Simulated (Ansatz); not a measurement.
System: Cs2SnBr6 (Fm-3m, No. 225; cell taken from a computed entry). Method: PBE0 (plane waves, PAW; Ansatz, a quantum-chemistry and plane-wave program).

Settings: plane-wave cutoff 460 eV, 4×4×4 k mesh, Fermi–Dirac smearing 0.01 eV, scalar-relativistic PAW data made under PBE.

Cell (relaxed with PBEsol):

```cif
data_Br6Cs2Sn
_chemical_formula_sum 'Cs2 Sn1 Br6'
_space_group_name_H-M_alt 'P 1'
_space_group_IT_number 1
_cell_length_a 7.64267
_cell_length_b 7.64267
_cell_length_c 7.64267
_cell_angle_alpha 60.000
_cell_angle_beta 60.000
_cell_angle_gamma 60.000
loop_
_space_group_symop_operation_xyz
  'x, y, z'
loop_
_atom_site_label
_atom_site_type_symbol
_atom_site_fract_x
_atom_site_fract_y
_atom_site_fract_z
_atom_site_occupancy
Cs1 Cs 0.75000 0.75000 0.75000 1
Cs2 Cs 0.25000 0.25000 0.25000 1
Sn1 Sn 0.00000 0.00000 0.00000 1
Br1 Br 0.24262 0.24262 0.75738 1
Br2 Br 0.75738 0.75738 0.24262 1
Br3 Br 0.75738 0.24262 0.24262 1
Br4 Br 0.24262 0.75738 0.75738 1
Br5 Br 0.24262 0.75738 0.24262 1
Br6 Br 0.75738 0.24262 0.75738 1
```

Problem. Give the computed band gap.

Solution. 
* **band gap**: 3.11 eV (on the SCF k mesh)

Note: cell and atoms aren't relaxed at this level (pressure 0.7 GPa); this cell isn't known to be the ambient phase, and symmetry holds it in the calculation.

Spin–orbit coupling is not included.

The computed numbers hold no vibrational or temperature effects.
